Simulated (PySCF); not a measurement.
C₂H₄O₂, SMILES COC=O (connectivity only; charge and spin as stated), charge +1, multiplicity 2.

Geometry optimised at B3LYP-D3(BJ)/def2-SVP. The spin state was assumed, not searched. The values are those of a single conformer.

Method: ωB97X/def2-TZVPD (PySCF).

Gas-phase values at a fixed geometry.

* **total energy**: -228.70818 hartree
* **point group**: Cs
* **α spin, highest occupied and lowest empty level**: -19.24 and -5.51 eV
* **β spin, highest occupied and lowest empty level**: -19.08 and -10.28 eV
* **dipole moment about the centre of nuclear charge**: 0.145 e·Å
* **mean static polarisability**: 28.9 bohr³ (4.28 Å³)
* **polarisability, principal values**: 21.9, 28.2, 36.5 bohr³
* **⟨S²⟩**: 0.755 (pure state 0.75)
